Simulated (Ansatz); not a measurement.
# C3H5FO: one species, many methods

One table from this session's results is given with a row withheld; the runs are named, their logs left out.

Program: Ansatz 0.2.0, Gaussian basis. Level of theory: functionals in def2-TZVPP, the program's frozen cores in correlated methods. These are calculated values, not measurements.

Plan: LDA (SPW92), PBE-D4, revPBE-D4, BLYP-D4, r2SCAN-D4, B97M-V, PBE0-D4, B3LYP-D4, r2SCANh-D4, r2SCAN0-D4, HSE06-D4, BHLYP-D4, CAM-B3LYP-D4, LC-ωPBE, ωB97X-V, ωB97M-V, B2PLYP, PBE-QIDH; CCSD(T)/def2-SVP; CCSD(T)/def2-TZVPP; MP2/def2-QZVPP; extrapolation to the limit; RPA on PBE.

### The relaxed structure

The geometry comes from an earlier relaxation with PBE0-D4 in a triple-zeta def2 set; it is a stationary point, not always the lowest conformer.

10 atoms, charge 0, spin multiplicity 1.

Atoms are counted from 1 here; the program's logs count them from 0.

Bond lengths: F1–C2 1.382 Å, C2–C3 1.497 Å, C2–H6 1.094 Å, C2–H7 1.094 Å, C3–C4 1.457 Å, C3–O5 1.416 Å, C3–H8 1.089 Å, C4–O5 1.419 Å, C4–H9 1.086 Å, C4–H10 1.087 Å. Angles: F1–C2–C3 109.6°, F1–C2–H6 108.9°, F1–C2–H7 107.9°, C3–C2–H6 110.1°, C3–C2–H7 111.0°, H6–C2–H7 109.2°, C2–C3–C4 120.8°, C2–C3–O5 114.7°, C2–C3–H8 115.7°, C4–C3–O5 59.2°, C4–C3–H8 118.6°, O5–C3–H8 115.0°, C3–C4–O5 59.0°, C3–C4–H9 119.4°, C3–C4–H10 119.2°, O5–C4–H9 115.2°, O5–C4–H10 115.3°, H9–C4–H10 115.9° and more.

The first run:

in.yaml

```yaml
crystal:
  periodic: [false, false, false]
  atoms:
    - {symbol: F, position_ang: [-2.104795, -0.218784, 0.267593]}
    - {symbol: C, position_ang: [-0.977230, 0.550928, 0.480555]}
    - {symbol: C, position_ang: [0.079226, 0.181687, -0.513596]}
    - {symbol: C, position_ang: [1.100686, -0.804802, -0.186092]}
    - {symbol: O, position_ang: [1.389741, 0.584587, -0.159893]}
    - {symbol: H, position_ang: [-0.614760, 0.374917, 1.497328]}
    - {symbol: H, position_ang: [-1.263092, 1.602137, 0.377156]}
    - {symbol: H, position_ang: [-0.182664, 0.333409, -1.559460]}
    - {symbol: H, position_ang: [1.580517, -1.362308, -0.985647]}
    - {symbol: H, position_ang: [1.075471, -1.292971, 0.785155]}
basis:
  gaussian: {orbitals: def2-TZVPP}
hamiltonian: {xc: lda}
output: {orbitals: {seedname: orbitals}}
```

Run with:

```console
$ ansatz run in.yaml --threads 4 --pin off --events-out ev --progress --plain --max-ram 10444MiB
```

Among the steps run: LDA; PBE-D4 (GGA); revPBE-D4 (GGA); BLYP-D4 (GGA); r2SCAN-D4 (meta-GGA); B97M-V (meta-GGA); PBE0-D4 (hybrid); B3LYP-D4 (hybrid); r2SCANh-D4 (hybrid); r2SCAN0-D4 (hybrid); HSE06-D4 (hybrid); BHLYP-D4 (hybrid); CAM-B3LYP-D4 (range-separated); LC-ωPBE (range-separated); ωB97X-V (range-separated); ωB97M-V (range-separated); B2PLYP (double hybrid); PBE-QIDH (double hybrid).

One table of the session follows, with a row left open; its other results are not shown here.

It belongs to the step «Frontier levels by functional». 

```
  functional  HOMO (eV)  LUMO (eV)  gap (eV)
 LDA (SPW92)      -6.68       0.05      6.73
      PBE-D4      -6.53       0.34      6.86
   revPBE-D4      -6.46       0.46      6.92
     BLYP-D4      -6.45       0.39      6.84
   r2SCAN-D4      -6.88       0.82      7.70
      B97M-V      -7.06       0.70      7.76
     PBE0-D4      -8.23       1.41      9.64
    B3LYP-D4      -7.98       1.06      9.03
  r2SCANh-D4      -7.52       1.21      8.73
  r2SCAN0-D4      -8.49       1.75     10.25
    HSE06-D4      -7.82       1.03      8.85
    BHLYP-D4      -9.91       2.15     12.06
CAM-B3LYP-D4          ?          ?         ?
     LC-ωPBE     -11.04       3.63     14.67
     ωB97X-V     -10.73       3.44     14.17
     ωB97M-V     -10.68       3.02     13.70
```

Q: Estimate the row for CAM-B3LYP-D4 from the others.

The run gave: HOMO (eV): -9.73; LUMO (eV): 2.27; gap (eV): 12.00. In the column «HOMO (eV)» it lies between BHLYP-D4 (-9.91) and r2SCAN0-D4 (-8.49).
